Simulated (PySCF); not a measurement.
**Assignment exercise: C₄H₈O₂**

Bonds (- single, = double, # triple, : aromatic): C1-C2 1.518 Å, C2-C3 1.516 Å, C3-C4 1.500 Å, C4=O5 1.201 Å, C4-O6 1.347 Å. C1 carries H7, H8, H9; C2 carries H10, H11; C3 carries H12, H13; O6 carries H14.

Level of theory: PBE0-D3(BJ)/def2-TZVP structure, GIAO B97-2/pcSseg-2 shieldings, in PySCF 2.14 (a single conformation, relativity neglected, averaged over atoms made equivalent by symmetry, fast rotation or ring inversion, gas phase).

Chemical shifts δ = σref − σ; $^{13}$C (σref 185.38) and $^{1}$H (σref 31.64) against TMS, all at this level.

(1) Assign these signals to the numbered atoms. $^{13}$C{$^{1}$H} NMR (computed): δ 180.7, 37.5, 22.0, 16.2.

(2) Assign these signals to the numbered atoms. $^{1}$H NMR (400 MHz, computed): δ 5.90 (br s, 1H), 2.32 (t, 2H), 1.63 (m, 2H), 0.95 (t, 3H).

Answers

(1) 
180.7 → C4, carboxylic acid carbon: lone-pair donation from the attached heteroatom keeps it upfield of a ketone carbonyl
37.5 → C3, sp3 CH2 α to a carbonyl: the adjacent C=O deshields it moderately
22.0 → C2, sp3 CH2: saturated and bonded to C and H only
16.2 → C1, methyl carbon: aliphatic region, no heteroatom directly attached

(2) 
```tsv
δ (ppm)	atoms	environment	reason
5.90	H14	hydrogen on an acid hydroxyl oxygen	exchangeable, gas-phase position
2.32	H12/H13	hydrogen on an sp3 CH2 α to a carbonyl	α to C=O
1.63	H10/H11	hydrogen on an sp3 CH2	–
0.95	H7/H8/H9	hydrogen on a methyl carbon	far from electronegative atoms and π systems
```

OH/NH shifts are gas-phase values; hydrogen bonding in solution moves them, usually downfield. Shifts are as computed. Against solution values, carbons near 30 ppm lie about +3 ppm off and those near 130 ppm about +7 ppm. Of 1211 compounds with measured shifts, 218 miss one by over three times the rms of a fit or turn the order of signals round; such compounds aren't used in these exercises. Hydrogen bonding in solution deshields acid and N–H amide carbonyl carbons by as much as 10 ppm beyond these values. No couplings were computed; multiplicities are counted from neighbouring protons, with m where these are inequivalent, close in shift, in a saturated or five-membered ring or joined by F or P, and br s for small geminal =CH2 splittings.
